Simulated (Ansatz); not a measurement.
We consider 2H WSe₂, described by r²SCAN+rVV10 in Ansatz (PAW).

Settings: plane-wave cutoff 500 eV, 12×12×4 k mesh (along the axes of the cell as run), gaussian smearing 0.02 eV, scalar-relativistic PAW data made under PBE.

Computed at the level's own relaxed cell.

Estimate the volume per atom, lattice parameter a and lattice parameter c that the calculation returns.


volume per atom: 20.66 Å³/atom
lattice parameter a: 3.300 Å
lattice parameter c: 13.148 Å

Measured, for comparison: lattice constant a 3.282 Å, lattice parameter c 12.96 Å (300 K, no zero-point or thermal correction; as tabulated in arXiv:1605.07067). Computed (rounded) less measured: lattice constant a +0.5 %, lattice parameter c +1.5 %.

Spin–orbit coupling is not included.

The computed numbers hold no vibrational or temperature effects.

Cost on a shared machine: roughly 5 core-minutes.

Ansatz is a first-principles code.
